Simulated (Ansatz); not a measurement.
Results of BLYP (Ansatz, an electronic-structure program, plane waves, PAW) for rock-salt TiC.

Numerical settings: plane-wave cutoff 520 eV, 26×26×26 k mesh, Fermi–Dirac smearing 0.054 eV (set by the program), no spin polarisation, scalar-relativistic PAW data made under PBE.

Cell (relaxed at this level):

```cif
data_C4Ti4
_chemical_formula_sum 'Ti4 C4'
_space_group_name_H-M_alt 'Fm-3m'
_space_group_IT_number 225
_space_group_name_Hall '-F 4 2 3'
_cell_length_a 4.37984
_cell_length_b 4.37984
_cell_length_c 4.37984
_cell_angle_alpha 90.000
_cell_angle_beta 90.000
_cell_angle_gamma 90.000
loop_
_atom_site_label
_atom_site_type_symbol
_atom_site_symmetry_multiplicity
_atom_site_Wyckoff_symbol
_atom_site_fract_x
_atom_site_fract_y
_atom_site_fract_z
_atom_site_occupancy
Ti1 Ti 4 a 0.00000 0.00000 0.00000 1
C1 C 4 b 0.50000 0.50000 0.50000 1
```
(The calculation used a cell of 2 atoms; values per cell refer to that cell.)

Question: Predict the elastic constant C12, elastic constant C44, Young modulus, Voigt–Reuss–Hill bulk modulus and elastic constant C11.

Answer: 
- elastic constant C12: 121 GPa
- elastic constant C44: 167 GPa
- Young modulus: 403 GPa
- Voigt–Reuss–Hill bulk modulus: 232 GPa
- elastic constant C11: 453 GPa

Measured, for comparison: elastic constant C12 113 GPa (temperature not stated, no zero-point or thermal correction, our sources range from 106 to 113; as tabulated in Jochym et al. (1999), arXiv:1301.6077); elastic constant C44 175 GPa (temperature not stated, no zero-point or thermal correction; as tabulated in Jochym et al. (1999), arXiv:1301.6077); elastic constant C11 500 GPa (temperature not stated, no zero-point or thermal correction, our sources range from 500 to 514; as tabulated in Jochym et al. (1999), arXiv:1301.6077). Computed (rounded) less measured: elastic constant C12 +7 % (+7 % to +14 % over the range), elastic constant C44 -5 %, elastic constant C11 -9 % (-9 % to -12 % over the range). A static lattice is as a rule a little smaller and stiffer than an uncorrected measurement, which narrows the difference in the elastic constant C12 and would widen misses of the other sign.

Elastic constants are with the ions relaxed.
